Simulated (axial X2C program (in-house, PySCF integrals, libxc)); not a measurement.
Spin–orbit effects along a row: molecules with Li (ions), HF

Calculated with an axial X2C code built on PySCF integrals, spin-free (one-electron X2C) or two-component (2c: spin–orbit coupling with atomic mean-field Coulomb and Gaunt terms, which also bring small scalar terms), in Dyall basis sets with cores contracted in-house; open shells are unrestricted.

Basis sets: B dyall-av3z, C dyall-av3z, F dyall-av3z, Li dyall-av3z, N dyall-av3z, O dyall-av3z.

```json
{"molecule": "LiB⁻", "spin-free state": "M_S = 3/2, Λ = 1", "Re (Å)": "2.244", "ωe (cm⁻¹)": "456.4", "De (eV)": "n/a", "2c state": "Ω = 1/2", "Re 2c (Å)": "2.244", "ωe 2c (cm⁻¹)": "456.4", "De 2c (eV)": "n/a"}
{"molecule": "LiC⁻", "spin-free state": "M_S = 1, Λ = 0", "Re (Å)": "1.982", "ωe (cm⁻¹)": "564.2", "De (eV)": "1.90", "2c state": "Ω = 1", "Re 2c (Å)": "1.982", "ωe 2c (cm⁻¹)": "564.1", "De 2c (eV)": "1.90"}
{"molecule": "LiN⁻", "spin-free state": "M_S = 3/2, Λ = 0", "Re (Å)": "1.913", "ωe (cm⁻¹)": "607.7", "De (eV)": "0.61", "2c state": "Ω = 3/2", "Re 2c (Å)": "1.913", "ωe 2c (cm⁻¹)": "607.6", "De 2c (eV)": "0.61"}
{"molecule": "LiO⁻", "spin-free state": "M_S = 1, Λ = 1", "Re (Å)": "1.730", "ωe (cm⁻¹)": "732.9", "De (eV)": "n/a", "2c state": "Ω = 2", "Re 2c (Å)": "1.731", "ωe 2c (cm⁻¹)": "732.7", "De 2c (eV)": "n/a"}
{"molecule": "LiF⁻", "spin-free state": "M_S = 1/2, Λ = 0", "Re (Å)": "1.600", "ωe (cm⁻¹)": "821.3", "De (eV)": "3.04", "2c state": "Ω = 1/2", "Re 2c (Å)": "1.600", "ωe 2c (cm⁻¹)": "821.1", "De 2c (eV)": "3.04"}
```

Fragments in 2c: B + Li-, C- + Li, N + Li-, O + Li-, F- + Li. Each entry is the lowest single determinant of a limited PBE0 search at one distance. De goes to single-determinant-based atoms at the same level (for ions the charge split of lowest energy) and is withheld (n/a) where an atom does not fit its ground term or J level. Main or longest-lived isotopes. One determinant is a doubtful description, or other states lie close, for LiB⁻, LiC⁻, LiN⁻, LiO⁻; these need not be ground states, and all values refer to the states named. Some open-shell Ω = 0 determinants are out of reach, so the Ω given for LiC⁻, LiO⁻ need not be the lowest component. With several unpaired electrons the Ω given is that of one determinant, not necessarily of the lowest component.
